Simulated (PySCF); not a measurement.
**Calculated NMR data**

- J: B3LYP/pcJ-1 (spin–dipole term left out of most H,H and C,H couplings)
- structure optimised with GFN2-xTB
- GIAO PBE0/pcSseg-1 shieldings
- program: PySCF 2.14
- one averaged value for each set of equivalent atoms, isolated molecule, relativity neglected, one computed conformer

δ = σ(ref) − σ, references computed at the same level: TMS for $^{1}$H (31.72 ppm), $^{13}$C (186.93 ppm). Multiplet labels drop J under 1 Hz and among equivalent protons, and merge close values. Unscaled 3J(H,H) run several per cent high. Vicinal couplings that depend on rotamer populations or ring flexing (ring, CH–CH, X–H and H–F types) are those of the one conformer. Shifts are as computed. Against solution values, carbons near 30 ppm lie about +3 ppm off and those near 130 ppm about +5 ppm. Of 1211 compounds with measured shifts, 218 miss one by over three times the rms of a fit or turn the order of signals round; such compounds aren't used in these exercises.

Compound 1 (C5H8). $^{1}$H NMR (600 MHz, computed): δ 5.22 (quint, J = 3.4 Hz, 2H), 2.84 (m, 4H), 1.99 (m, 2H). $^{13}$C{$^{1}$H} NMR (computed): δ 157.9, 114.7, 31.5, 15.8. Structure: methylenecyclobutane (C=C1CCC1).

Compound 2 (C5H8). $^{1}$H NMR (600 MHz, computed): δ 5.98 (ddt, J = 17.6, 11.2, 8.0 Hz, 2H), 5.42 (dt, J = 17.6, 1.6 Hz, 2H), 5.28 (dt, J = 11.2, 1.2 Hz, 2H), 2.91 (t of quint, J = 8.0, 1.4 Hz, 2H). $^{13}$C{$^{1}$H} NMR (computed): δ 146.9, 122.0, 47.2. Structure: `InChI=1S/C5H8/c1-3-5-4-2/h3-4H,1-2,5H2`.
